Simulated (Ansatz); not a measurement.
Basis sets compared for B₂H₃ (the lowest doublet isomer of a short search). Total charge 0; doublet. Geometry B3LYP-D4/def2-TZVP. Ansatz on 4 threads of Arm Neoverse V2 on a shared host; times are rough, and most runs start from earlier orbitals.

```xyz
5

B    -0.4909   -0.1383    0.3427
B     0.7563    0.2130   -0.5278
H     1.6962    0.4778   -1.1841
H    -0.3639   -0.5892    1.4424
H    -1.5977    0.0366   -0.0732
```

The structure comes from a short search, and lower isomers may exist.

Binding counts from free atoms (B doublet, H doublet) in the same basis, without a counterpoise term.

```
                         level  functions  energy (Eh)  HOMO (eV)  LUMO (eV)  binding per atom (eV)  wall time
                     HF/STO-3G         13     -50.3646      -7.15       5.45                   3.63     0.05 s
                      HF/6-31G         24     -50.9988      -8.74       1.56                   2.53     0.05 s
               PBE-D4/def2-SVP         43     -51.2502      -5.48      -3.91                   3.22     0.25 s
PBE-D4/def2-TZVP (with forces)         80     -51.3098      -5.53      -3.97                   3.22     0.45 s
           r2SCAN-D4/def2-TZVP         80     -51.3665      -5.83      -3.43                   3.23      0.8 s
              PBE0-D4/def2-SVP         43     -51.2688      -6.54      -2.85                   3.21     0.25 s
             PBE0-D4/def2-TZVP         80     -51.3264      -6.55      -2.89                   3.19      0.5 s
```

(1) Estimate the rows for PBE-D4/def2-TZVPD, r2SCAN-D4/def2-TZVPD, PBE0-D4/def2-TZVPD.

Results:

(1) 
```csv
level,functions,energy (Eh),HOMO (eV),LUMO (eV),binding per atom (eV),wall time
PBE-D4/def2-TZVPD,101,-51.3100,-5.53,-3.98,3.22,0.5 s
r2SCAN-D4/def2-TZVPD,101,-51.3666,-5.83,-3.44,3.23,1.1 s
PBE0-D4/def2-TZVPD,101,-51.3265,-6.55,-2.89,3.19,0.5 s
```
